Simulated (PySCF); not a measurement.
A structure optimised at PBE0-D3(BJ)/def2-TZVP, used in a PySCF frequency run:

```
C
H 1 1.0910
H 1 1.0910 2 108.84
H 1 1.0910 2 108.84 3 -118.49
C 1 1.4492 2 110.09 3 120.75
N 5 1.1490 2 150.68 1 180.00
```

Question: Write its SMILES, formula and point group.

Answer: CC#N, C₂H₃N, C3v

Question: What are its rotational constants (standard atomic weights)?

Answer: 159.21, 9.3196, 9.3196 GHz
